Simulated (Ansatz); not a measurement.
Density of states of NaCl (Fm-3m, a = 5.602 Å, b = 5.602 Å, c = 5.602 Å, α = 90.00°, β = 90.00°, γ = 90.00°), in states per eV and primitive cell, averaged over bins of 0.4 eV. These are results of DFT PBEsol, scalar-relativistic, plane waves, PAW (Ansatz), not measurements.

Cutoff 420 eV; k points 8×8×8 on the computed 2-atom cell (Γ-centred); Gaussian smearing, width 0.02 eV; no spin polarisation.

The cell is relaxed at this level. The states (both spins) are summed by tetrahedra on a 12×12×12 mesh at the self-consistent density. Energies are bin centres; the table starts no lower than −8 eV and ends at 6 eV, or lower where the solved bands end.

The gap is 5.01 eV at this level, with the zero inside it.

```tsv
E − E_F (eV)	total	Cl 3p	Na 3s	Cl 3s
-4.35	1.25	1.10	0.14	0.00
-3.95	3.08	2.78	0.25	0.02
-3.55	1.92	1.84	0.05	0.01
-3.15	4.28	4.21	0.03	0.00
-2.75	4.39	4.36	0.00	0.00
-2.35	0.08	0.08	0.00	0.00
-1.95	0.00	0.00	0.00	0.00
-1.55	0.00	0.00	0.00	0.00
-1.15	0.00	0.00	0.00	0.00
-0.75	0.00	0.00	0.00	0.00
-0.35	0.00	0.00	0.00	0.00
0.05	0.00	0.00	0.00	0.00
0.45	0.00	0.00	0.00	0.00
0.85	0.00	0.00	0.00	0.00
1.25	0.00	0.00	0.00	0.00
1.65	0.00	0.00	0.00	0.00
2.05	0.00	0.00	0.00	0.00
2.45	0.00	0.00	0.00	0.00
2.85	0.04	0.00	0.03	0.01
3.25	0.09	0.01	0.06	0.02
3.65	0.14	0.01	0.10	0.02
4.05	0.22	0.02	0.15	0.03
4.45	0.38	0.04	0.25	0.04
4.85	0.76	0.06	0.36	0.04
5.25	1.26	0.07	0.68	0.04
5.65	1.51	0.05	0.53	0.02
```

The columns after the total are the Löwdin projections on the occupied valence shells of the potentials. The rest of the total lies in shells that are empty in the free atom, which aren't projected, and between the atoms.